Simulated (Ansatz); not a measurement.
# CHOSi: the cost of one run

Method: def2-QZVPP, core rule «outside noble gas», up to 7 orbitals frozen; program: Ansatz 0.2.0, Gaussian basis.

Plan: UHF; ROHF; CCSD(T) on UHF.

2 further runs of the same task are left out: 2 set aside as unsound or not needed.

### 1 What is computed

The geometry is a PBE0/def2-TZVP stationary point (not a proven minimum) of the parent state, kept for this charge and spin.

4 atoms, charge 0, spin multiplicity 4.

Atoms are counted from 1 here; the program's logs count them from 0.

Bond lengths: C1–Si2 1.734 Å, C1–H4 1.091 Å, Si2–O3 1.512 Å. Angles: Si2–C1–H4 122.7°, C1–Si2–O3 156.4°.

### 2 UHF

File in.yaml:

```yaml
crystal:
  periodic: [false, false, false]
  atoms:
    - {symbol: C, position_ang: [0.000000, -0.252496, 1.704393]}
    - {symbol: Si, position_ang: [0.000000, 0.153083, 0.018811]}
    - {symbol: O, position_ang: [0.000000, -0.110768, -1.469523]}
    - {symbol: H, position_ang: [0.000000, 0.501477, 2.492415]}
basis:
  gaussian: {orbitals: "def2-QZVPP.json"}
magnetization: {spin_polarized: true, initial_magnetization: 3}
hamiltonian: {xc: hf}
output: {orbitals: {seedname: orbitals}}
```

Launch:

```
> ansatz run in.yaml --threads 1 --pin off --events-out ev --progress --plain --max-ram 2393MiB
```

Q: Estimate wall time and peak memory on 1 thread of Arm Neoverse V2, shared host.

About 15 s, with a peak of 0.4 GiB.
